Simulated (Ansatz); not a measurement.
Cartesian coordinates in Å:
```
C 0.519 1.218 0.574
N 0.547 -0.225 0.663
C 0.045 -0.899 -0.522
N -1.388 -0.876 -0.665
H -0.516 1.570 0.543
H 0.978 1.655 1.463
H 1.035 1.620 -0.315
H 1.488 -0.543 0.859
H 0.468 -0.479 -1.450
H 0.370 -1.942 -0.460
H -1.721 0.050 -0.898
H -1.825 -1.148 0.208
```

Total charge 0; spin multiplicity 1.

(1) List the ωB97M-V/def2-TZVPP orbital energies in eV (Ansatz). (Best estimate.)

Answers

(1) The calculation gave: Occupied: -394.17, -393.94, -282.57, -281.83, -28.54, -26.53, -21.98, -19.81, -16.70, -16.37, -15.23, -14.39, -13.66, -12.88, -12.28, -9.57, -8.94. Lowest empty: 2.51, 3.06, 3.70, 4.21, 4.58, 4.88, 5.26, 5.84.
